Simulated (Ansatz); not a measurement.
Ideal-gas functions of C2H3B (`B1C=C1`) at 500 K and 1 bar, from an Ansatz frequency run at PBE0-D4/def2-TZVP.

Molar mass 37.86 g/mol, point group C2v (symmetry number 2), electronic degeneracy 1, moments of inertia 15.34, 19.537, 34.878 u Å². Harmonic wavenumbers (cm⁻¹, unscaled): 672, 801, 879, 900, 937, 1029, 1204, 1233, 1562, 2755, 3221, 3245.

Use S(trans) = R[1.5 ln M + 2.5 ln T − 1.1517]; rotational temperatures θ = 24.2544 K / I; S(rot) = R[ln(√π/σ · √(T³/θAθBθC)) + 1.5]; for each mode x = 1.438777 ν̃/T, S = R[x/(eˣ − 1) − ln(1 − e⁻ˣ)] and H = RT x/(eˣ − 1); 1 cm⁻¹ = 0.0119627 kJ/mol; R = 8.31446 J/(mol·K).

By hand: the entropy, in J/(mol·K).

Translation 164.9. Rotation: θ = 1.5811, 1.2415, 0.6954 K, giving 87.7. Vibration, mode by mode: 4.02, 3.00, 2.51, 2.40, 2.20, 1.79, 1.19, 1.12, 0.52, 0.03, 0.01, 0.01, in all 18.8. Electronic 0.0. Sum 271.4 J/(mol·K).

By hand: H − E and G − E in kJ/mol, counted from the electronic energy.

Zero-point energy ½ × 18438 × 0.0119627 = 110.3; thermal vibration 6.8; translation, rotation and pV give 4 RT = 16.6. H − E = 133.7 kJ/mol, and G − E = 133.7 − 500 × 271.4/1000 = -2.0 kJ/mol.

Vibration gives 7 % of the entropy.
